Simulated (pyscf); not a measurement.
# Four-centre exchange: `[BH2][O][SiH3]` + `[FH]` → `[OH][SiH3]` + `[BH2][F]`

Gas phase, singlet surface, charge 0. Bonds broken: O2–B3, F9–H10. Bonds formed: O2–H10, B3–F9. Structures and frequencies: ωB97X-D3(BJ)/def2-SVP in PySCF. Correlated levels are frozen-core, on RHF or UHF. ΔMP2 is the change of the MP2 total energy from the triple- to the quadruple-zeta basis.

Transition state (Å):

```xyz
10

Si    -2.6351    -0.1902     0.0550
O     -1.0980    -0.1817     0.7690
B      0.1378    -0.8131     0.1608
H     -2.5654     0.4217    -1.3001
H     -3.0956    -1.5991    -0.0337
H     -3.5223     0.6073     0.9390
H      0.6970    -1.5998     0.8850
H      0.0504    -1.0063    -1.0323
F      0.8440     0.6520     0.3896
H     -0.2013     0.7281     0.7596
```

One imaginary mode, 944i cm⁻¹; descent along it reached the two sides named, in the forms told below.

| bond | change | reactant side (Å) | saddle | product side |
|---|---|---|---|---|
| O2–B3 | breaks | 1.359 | 1.515 | 1.710 |
| F9–H10 | breaks | 0.936 | 1.111 | 2.556 |
| O2–H10 | forms | 1.750 | 1.277 | 0.967 |
| B3–F9 | forms | 3.7 | 1.642 | 1.380 |

Electronic energies relative to the separated reactants (kcal/mol):

| level | barrier | reaction energy | reverse barrier |
|---|---|---|---|
| ωB97X-D3(BJ)/def2-TZVP | 10.4 | -1.3 | 11.7 |
| PBE/def2-TZVP | 6.4 | -2.3 | 8.7 |
| r²SCAN/def2-TZVP | 7.0 | -2.4 | 9.5 |
| B3LYP-D3(BJ)/def2-TZVP | 11.0 | -1.7 | 12.7 |
| PBE0-D3(BJ)/def2-TZVP | 8.1 | -1.3 | 9.5 |
| M06-2X/def2-TZVP | 9.4 | -1.2 | 10.6 |
| ωB97M-D3(BJ)/def2-TZVP | 10.1 | -1.9 | 12.0 |
| HF/def2-TZVP | 25.9 | -3.5 | 29.3 |
| MP2/def2-QZVPP | 11.5 | -0.1 | 11.6 |
| CCSD/def2-TZVPP | 13.8 | -1.2 | 15.0 |
| CCSD(T)/def2-TZVPP | 11.6 | -0.9 | 12.4 |
| CCSD(T)/def2-TZVPP + ΔMP2(QZVPP) | 12.5 | -0.5 | 13.0 |

With CCSD(T)/def2-TZVPP + ΔMP2(QZVPP) energies and thermal terms (ideal gas, 1 atm, RRHO with modes under 100 cm⁻¹ raised to 100, one conformer, R ln 2 for chiral ones without a mode under 150 cm⁻¹), in kcal/mol:

```
T (K)   ΔH‡   ΔG‡    ΔH    ΔG
-----  ----  ----  ----  ----
298    12.0  22.5  -0.3  -1.4
600    11.4  33.4  -0.9  -2.2
900    11.5  44.4  -1.3  -2.8
1200   11.9  55.3  -1.7  -3.2
```

On the reactant side the descent ends in a complex (not fully relaxed), 6.4 kcal/mol under the separated species and 16.8 kcal/mol under the saddle at ωB97X-D3(BJ)/def2-TZVP. On the product side the descent ends in an adduct with a B–O contact, 9.5 kcal/mol under the separated species and 21.2 kcal/mol under the saddle at ωB97X-D3(BJ)/def2-TZVP. What is counted as broken (B–O) persists as a longer contact in the product adduct; parting that adduct is a step of its own. One saddle was located; it need not be the lowest between these sides. The CCSD(T) − MP2 part came from Ansatz, without density fitting, on the same reference.
